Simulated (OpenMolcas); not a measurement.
**One shape, several levels: C2H4F2 (1,1-difluoroethane)**

Wanted: a comparison of 6 runs (HF/3-21G, B3LYP/6-31G*, BHLYP/6-311+G**, M06-2X/6-311+G**, M06-L/6-311+G**, PBE/6-311+G**) of C2H4F2 (1,1-difluoroethane). 

The calculation is run with OpenMolcas 26.06.

## Step 1: The structure to begin with

C2H4F2: 8 atoms, total charge 0, spin state singlet. As SMILES, `CC(F)F`. The C2–H8 distance was set to 1.643 Å, away from the relaxed value. At this shape a bond of the SMILES string is far longer than usual.

Bond lengths: C1–C2 1.497 Å, C2–F3 1.361 Å, C2–F4 1.361 Å, C1–H5 1.091 Å, C1–H6 1.091 Å, C1–H7 1.090 Å. Angles: C1–C2–F3 110.3°, C1–C2–F4 110.3°, F3–C2–F4 107.0°, C2–C1–H5 109.4°, C2–C1–H6 109.9°, C2–C1–H7 109.9°, H5–C1–H6 109.3°, H5–C1–H7 109.3°, H6–C1–H7 109.1°. A long bond or contact: C2–H8 1.643 Å.

## Step 2: A single-point energy at HF/3-21G (run 1)

Input file mol.inp:

```
&GATEWAY
 BasLib=$CurrDir
 Coord
 8
 bohr
 C      0.90765247     1.86455875    -0.27502318
 C      0.80315061    -0.96209359    -0.33454955
 F      2.65035790    -1.95457775     1.15323182
 F      1.21926830    -1.81984027    -2.72259646
 H      2.75599359     2.49629420    -0.93397068
 H      0.60435142     2.53578947     1.64966288
 H     -0.55556247     2.64501564    -1.49824290
 H     -1.90125345    -2.14748477     0.62266476
 Basis=3-21G
 Group=NoSym

&SEWARD

&SCF
 Thresholds=1e-10 1e-07 1e-07 1e-05
 PrOrbitals=1 2
```

The basis set 3-21G is read from a file made from the Basis Set Exchange's data (not shown).

The run is started by

```console
$ export MOLCAS_MEM=1860
$ pymolcas mol.inp > mol.log
```

The program printed:

```text
--- Start Module: gateway ---
[...]
--- Stop Module: gateway /rc=_RC_ALL_IS_WELL_ ---
--- Start Module: seward ---
[...]
      Basis functions           44
--- Stop Module: seward /rc=_RC_ALL_IS_WELL_ ---
--- Start Module: scf ---
[...]
       Convergence after  12 Iterations
[...]
::    Total SCF energy                               -275.3567097411
[...]
      Total spin, S                                     0.0000000000
[...]
      Total electronic charge=   34.000000
      Total            charge=   -0.000000
[...]
      Dipole Moment (debye):
      Origin of the operator (angstrom)=    0.7610   -0.4432   -0.2989
                   X= -1.0524E+00               Y=  2.1853E+00               Z=  4.6500E-01           Total=  2.4696E+00
      Quadrupole Moment (debye*angstrom):
[...]
--- Stop Module: scf /rc=_RC_ALL_IS_WELL_ ---
[...]
```

Run time: 2 s. Hardware: 1 thread of Arm Neoverse V1, shared host; peak memory 0.38 GiB.

## Step 3: A single-point energy at B3LYP/6-31G(d) (Cartesian functions) (run 2)

Input file calc.input:

```
&GATEWAY
 BASLIB
 $CurrDir
 COORD
 8
 angstrom
 C        0.480309       0.986682      -0.145536
 C        0.425009      -0.509118      -0.177036
 F        1.402509      -1.034318       0.610264
 F        0.645209      -0.963018      -1.440736
 H        1.458409       1.320982      -0.494236
 H        0.319809       1.341882       0.872964
 H       -0.293991       1.399682      -0.792836
 H       -1.006100      -1.136400       0.329500
 BASIS
 6-31Gs
 GROUP
 NoSym

&SEWARD
 GRIDINPUT
 Grid=UltraFine
 End of Grid

&SCF
 KSDFT
 B3LYP
 THRESHOLDS
 1e-10 1e-07 1e-07 1e-05
 PRORBITALS
 1
```

The basis set 6-31G* is read from a file made from the Basis Set Exchange's data (not shown).

The run is started by

```console
$ export MOLCAS_MEM=1860
$ pymolcas calc.input > calc.log
```

The program printed:

```text
--- Start Module: gateway ---
[...]
--- Stop Module: gateway /rc=_RC_ALL_IS_WELL_ ---
--- Start Module: seward ---
[...]
      Basis functions           68
--- Stop Module: seward /rc=_RC_ALL_IS_WELL_ ---
[...]
--- Start Module: scf ---
[...]
       Convergence after  13 Iterations
[...]
::    Total KS-DFT energy                            -278.2312413868
[...]
      Total spin, S                                     0.0000000000
[...]
      Total electronic charge=   34.000000
      Total            charge=   -0.000000
[...]
      Dipole Moment (debye):
      Origin of the operator (angstrom)=    0.7610   -0.4432   -0.2989
                   X= -4.6048E-01               Y=  1.7729E+00               Z=  2.3212E-01           Total=  1.8464E+00
      Quadrupole Moment (debye*angstrom):
[...]
--- Stop Module: scf /rc=_RC_ALL_IS_WELL_ ---
[...]
```

Run time: 18 s. Hardware: 1 thread of Arm Neoverse V1, shared host; peak memory 0.41 GiB.

Runs 3 to 5 aren't shown in full; the table further down has their settings and results.

## Step 4: A single-point energy at PBE/6-311+G(d,p) (run 6)

Input file struct.xyz:

```xyz
8

C      0.480309     0.986682    -0.145536
C      0.425009    -0.509118    -0.177036
F      1.402509    -1.034318     0.610264
F      0.645209    -0.963018    -1.440736
H      1.458409     1.320982    -0.494236
H      0.319809     1.341882     0.872964
H     -0.293991     1.399682    -0.792836
H     -1.006100    -1.136400     0.329500
```

Input file test.input:

```
&gateway
 baslib=$CurrDir
 coord=struct.xyz
 basis=6-311pGss
 group=NoSym

&seward
 gridinput
 Grid=UltraFine
 End of Grid

&scf
 ksdft=PBE
 thresholds=1e-10 1e-07 1e-07 1e-05
 prorbitals=0
```

The basis set 6-311+G** is read from a file made from the Basis Set Exchange's data (not shown).

The run is started by

```console
$ export MOLCAS_MEM=1860
$ pymolcas test.input > test.log
```

The program printed:

```text
--- Start Module: gateway ---
[...]
--- Stop Module: gateway /rc=_RC_ALL_IS_WELL_ ---
--- Start Module: seward ---
[...]
      Basis functions          112
--- Stop Module: seward /rc=_RC_ALL_IS_WELL_ ---
[...]
--- Start Module: scf ---
[...]
       Convergence after  18 Iterations
[...]
::    Total KS-DFT energy                            -278.0360880204
[...]
      Total spin, S                                     0.0000000000
[...]
      Total electronic charge=   34.000000
      Total            charge=   -0.000000
[...]
      Dipole Moment (debye):
      Origin of the operator (angstrom)=    0.7610   -0.4432   -0.2989
                   X= -7.2377E-01               Y=  1.9324E+00               Z=  3.3492E-01           Total=  2.0905E+00
      Quadrupole Moment (debye*angstrom):
[...]
--- Stop Module: scf /rc=_RC_ALL_IS_WELL_ ---
[...]
```

It took 49 s on 1 thread of Arm Neoverse V1, shared host; peak memory 0.67 GiB.

## Step 5: Overview of the runs

```tsv
run	level	Cartesian functions	integration grid	energy (Eh)	dipole moment (D)	HOMO energy (eV)	LUMO energy (eV)	wall time
1	HF/3-21G	no	–	-275.356710	2.47	-11.77	3.91	2 s
2	B3LYP/6-31G* (Cartesian functions)	yes	UltraFine	-278.231241	1.85	-8.14	-0.32	18 s
3	BHLYP/6-311+G**	no	UltraFine	-278.191317	2.35	-10.13	0.00	35 s
4	M06-2X/6-311+G**	no	UltraFine	-278.214982	2.30	-10.07	-0.04	50 s
5	M06-L/6-311+G**	no	UltraFine	-278.282589	2.12	-7.64	-1.42	57 s
6	PBE/6-311+G**	no	UltraFine	-278.036088	2.09	-7.37	-1.73	49 s
```

## Step 6: Summary of results

```
            quantity          value
 run 6: total energy  -278.03609 Eh
run 6: dipole moment         2.09 D
  run 6: HOMO energy       -7.37 eV
  run 6: LUMO energy       -1.73 eV
run 6: HOMO–LUMO gap        5.64 eV
```

In words: The dipole moment (its size) runs from 1.85 D (B3LYP/6-31G*) to 2.47 D (HF/3-21G). The two ends differ in method and basis. The HOMO–LUMO gap runs from 5.64 eV (PBE/6-311+G**) to 15.67 eV (HF/3-21G). Totals of different functionals can't be ranked against each other. All runs together took 3.5 min, the longest 57 s.
